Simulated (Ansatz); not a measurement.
**SiH⁻, singlet: the ladder up to full CI**

Geometry: a point of a stretch scan, not a stationary point.

```xyz
2

Si    0.0000    0.0000    0.0000
H     0.0000    0.0000    2.4420
```

Basis aug-cc-pVDZ; Ansatz 0.2.0. Correlated methods freeze the noble-gas cores, which leaves 6 electrons in 31 orbitals. Prefix R: restricted or restricted open-shell reference; prefix U: unrestricted. Active spaces: pair = (2e, 2o) about the gap; valence = (6e, 5o) chosen from the atoms' valence shells.

Full CI is exact within this basis and frozen core; it isn't the basis-set limit. The frozen core follows each run's orbitals, which can shift R against U totals by a few meV.

The determinant fills πx and πy unequally, so it is a mixture of Σ and Δ, which weighs on every level built on one determinant.

- UHF ⟨S²⟩: 1.215
- ⟨S²⟩ of the determinant under UCCSD: 1.038
- T1 diagnostic (RCCSD): 0.0324
- largest doubles amplitude (RCCSD): 0.182

```
                     level  E − E(full CI) (meV)  share of correlation (%)  wall time
                       RHF                  3917                      0.00          –
                      UHF†                  2730                         –      1.1 s
                      RMP2                  1306                     66.67          –
                     UMP2†                   608                         –          –
                      CISD                   642                     83.62     0.99 s
                     RCCSD                   369                     90.57          –
                   UCCSD*†                  -303                         –          –
                  RCCSD(T)                   186                     95.25      1.3 s
                UCCSD(T)*†                  -488                         –        7 s
                   BCCD(T)                   188                     95.21      1.3 s
                   RCCSDT*                    38                     99.03          –
                  UCCSDT*†                  -745                         –          –
                RCCSDT(Q)*                    -6                    100.16      2.4 s
               UCCSDT(Q)*†                  -811                         –       13 s
    CASSCF (valence space)                  2714                     30.73          –
    NEVPT2 (valence space)                   827                     78.88      1.1 s
NEVPT4(SD) (valence space)                   111                     97.16      1.1 s
    MRCISD (valence space)                   208                     94.69          –
  MRCISD+Q (valence space)                   -20                    100.51      1.4 s
```

An asterisk marks runs whose energy the program itself flagged as in doubt. A dagger marks rows that describe another state than the reference (another or a broken symmetry, a higher spin or other natural occupations), so the difference isn't the method's error.

The correlation energy at full CI, counted from RHF, is -3.917 eV. That run took 65 s on 1 thread of Arm Neoverse V1, shared host over 5,065,957 determinants.

Run but not shown, since their state, orbitals or frozen core can't be matched to the reference's or they repeat it: CASSCF (pair space), NEVPT2 (pair space), MRCISD (pair space), MRCISD+Q (pair space).

Times hold each run's SCF and search for its determinant on a shared host, so for small cases they say little of a method's own cost; they ran on 1 thread of Arm Neoverse V1. Some runs computed forces too.

More than 5 meV below full CI, which no variational method can be: RCCSDT(Q), MRCISD+Q (valence space).

Unrestricted levels hold only the spin's projection, and here they fall towards a lower state of higher spin.

The full-CI state has the irrep A1 of C2v, in the program's axes (one component, if the state is degenerate).

Natural occupations of full CI about the gap: 1.924 1.846 0.978 0.961 0.126 0.025 0.022 0.022 0.014 0.014; effectively unpaired electrons, Σ n²(2−n)², 2.16. No single determinant describes this state well, so single-reference rows can miss without a flag.
